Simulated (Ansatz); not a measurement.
C2H2Cl2O can be A, `OC=C(Cl)Cl`, or B, `ClC1(Cl)CO1`.

Computed with Ansatz on PBE0-D4/def2-TZVP structures; ΔE is electronic, products minus reactants. CBS: MP2 limit from def2 TZ/QZ plus the TZ coupled-cluster correction, frozen cores. DFT in def2-TZVPP. B3LYP here is the variant with VWN-RPA as its local correlation; programs differ in this. Each species was taken in one conformer, which may not be the lowest.

Q: Which isomer does CCSD(T)/CBS put lower? Give the gap. (Best estimate.)

A: Ansatz gave: A, by 14.9 kcal/mol.

Q: Give E(B) − E(A) in kcal/mol with B3LYP-D4, HF/def2-TZVPP, r2SCAN-D4, ωB97M-V, MP2/def2-TZVPP, CCSD(T)/def2-SVP, PBE-D4. (Best estimate.)

A: Ansatz gave: B3LYP-D4 16.3, HF/def2-TZVPP 15.5, r2SCAN-D4 13.6, ωB97M-V 13.3, MP2/def2-TZVPP 13.0, CCSD(T)/def2-SVP 12.7, PBE-D4 13.8. None reverses the order clearly.

Q: Does the order hold for the free energy at 298.15 K (harmonic terms from PBE0-D4)? (Estimate.)

A: The calculation gave: Yes: G(B) − G(A) = +15.1 kcal/mol, for one conformer each.

Largest T1 diagnostic: 0.012.

Leaving LDA and LC-ωPBE aside and taking each functional with its dispersion term where it has one, the values, not all of them listed here, spread over 5.6 kcal/mol, from ωB97X-V to BLYP-D4. At CCSD(T), def2-SVP lies −2.2 kcal/mol from the extrapolated value and def2-TZVPP −1.0 kcal/mol.
